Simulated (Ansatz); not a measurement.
# SiHClO (SMILES O[Si]Cl) at CCSD/STO-3G

What is the vertical singlet–triplet gap of SiHClO at CCSD/STO-3G? 

Program for the calculation: Ansatz 0.2.0.

82 further runs of the same task are left out: 1 that didn't finish, 81 set aside as unsound or not needed.

## Step 1: The system as given

SiHClO: 4 atoms, total charge 0, spin state singlet. As SMILES, `O[Si]Cl`. Geometry: relaxed at PBE0-D4/def2-TZVP.

Bond lengths: O1–Si2 1.637 Å, Si2–Cl3 2.110 Å, O1–H4 0.963 Å. Angles: O1–Si2–Cl3 101.3°, Si2–O1–H4 120.4°.

## Step 2: The energy at CCSD/STO-3G

The input, molecule.yaml:

```yaml
crystal:
  periodic: [false, false, false]
  atoms:
    - {symbol: O, position_ang: [-0.911800, 0.450200, -0.308700]}
    - {symbol: Si, position_ang: [-0.434200, -0.789700, 0.647000]}
    - {symbol: Cl, position_ang: [1.662300, -0.701000, 0.421400]}
    - {symbol: H, position_ang: [-0.260800, 0.980400, -0.780000]}
basis:
  gaussian:
    orbitals: STO-3G
correlation:
  method: ccsd
  frozen_orbitals: {Cl: 5, H: 0, O: 1, Si: 5}
scf:
  omitted_lower_state_checks: [cluster_reference, increment]
accuracy: high
```

Started as:

```console
$ ansatz run molecule.yaml --threads 1 --pin off --max-ram 2610MiB --events-out events.jsonl --progress --plain --runs-dir runs
```

Log (excerpt; [...] marks lines left out):

```text
Warning: RAYON_NUM_THREADS=1 ignored (pool sized by the plan → 1); use --threads N
Functional definition: HF
  name "HF"
[...]
433 factors; integrals over basis functions are off by at most 3.0e-8 eV
[...]
mean field -22167.93096169 eV, -814.6564368786 hartree, gradient 1.2e-8 eV, S^2 0.000000; 0 other end points of the search recorded, 0 dependent functions left out
11 core orbitals not correlated: weight in the atoms' cores, before any rotation towards them, 1.000 or more for the frozen orbitals, at most 0.000 for the correlated occupied ones
reference -22167.93096169 eV, -814.6564368786 hartree; 9, 9 occupied and 4, 4 virtual orbitals, 433 factors
second order -2.07399681 eV of doubles, -0.00000000 eV of singles
cycle   1  -2.26807840 eV  change   -1.9e-1 eV  update   9.6e-2
[...]
cycle  20  -2.54027937 eV  change   9.9e-10 eV  update  4.7e-10
Total energy: -22170.47124105 eV, -814.7497904236 hartree
Checks for a lower state left out: cluster_reference, increment
```

Run time: 0.22 s. Hardware: 1 thread of Arm Neoverse V1, shared host.

## Step 3: The triplet, same level

The input, run.yaml:

```yaml
crystal:
  periodic: [false, false, false]
  atoms:
    - {symbol: O, position_ang: [-0.911800, 0.450200, -0.308700]}
    - {symbol: Si, position_ang: [-0.434200, -0.789700, 0.647000]}
    - {symbol: Cl, position_ang: [1.662300, -0.701000, 0.421400]}
    - {symbol: H, position_ang: [-0.260800, 0.980400, -0.780000]}
basis:
  gaussian:
    orbitals: STO-3G
magnetization:
  spin_polarized: true
  initial_magnetization: 2
correlation:
  method: ccsd
  frozen_orbitals: {Cl: 5, H: 0, O: 1, Si: 5}
scf:
  omitted_lower_state_checks: [cluster_reference, increment]
accuracy: high
```

Started as:

```console
$ ansatz run run.yaml --threads 1 --pin off --max-ram 2610MiB --events-out events.jsonl --progress --plain --runs-dir runs
```

Log (excerpt; [...] marks lines left out):

```text
Warning: RAYON_NUM_THREADS=1 ignored (pool sized by the plan → 1); use --threads N
Functional definition: HF
  name "HF"
[...]
433 factors; integrals over basis functions are off by at most 3.0e-8 eV
[...]
mean field -22164.96824122 eV, -814.5475589097 hartree, gradient 2.9e-8 eV, S^2 2.001159; 0 other end points of the search recorded, 0 dependent functions left out
11 core orbitals not correlated: weight in the atoms' cores, before any rotation towards them, 1.000 or more for the frozen orbitals, at most 0.000 for the correlated occupied ones
reference -22164.96824122 eV, -814.5475589097 hartree; 10, 8 occupied and 3, 5 virtual orbitals, 433 factors
second order -1.43609819 eV of doubles, -0.00000000 eV of singles
cycle   1  -1.68902341 eV  change   -2.5e-1 eV  update   5.9e-2
[...]
cycle  26  -1.86852882 eV  change  -4.7e-10 eV  update   2.0e-9
Total energy: -22166.83677004 eV, -814.6162260772 hartree
Checks for a lower state left out: cluster_reference, increment
```

Run time: 0.36 s. Hardware: 1 thread of Arm Neoverse V1, shared host.

## Step 4: Outcome

At CCSD/STO-3G, 11 core orbitals frozen:

| quantity | value |
| --- | --- |
| singlet: total energy | -814.74979 Eh |
| singlet: correlation energy (11 core orbitals frozen) | -93.4 mEh |
| singlet: T1 diagnostic | 0.021 |
| triplet: total energy | -814.61623 Eh |
| triplet: correlation energy (11 core orbitals frozen) | -68.7 mEh |
| triplet: ⟨S²⟩ of the reference determinant | 2.001 |
| triplet: T1 diagnostic | 0.015 |
| vertical energy of the triplet above the singlet | 3.634 eV |

In words: At this shape the triplet lies 3.63 eV (84 kcal/mol) above the singlet. In a minimal basis such a difference can be off by several eV, whatever the method. The T1 diagnostic (singlet) of 0.021 is above the customary mark for such species, so a single reference may not serve.
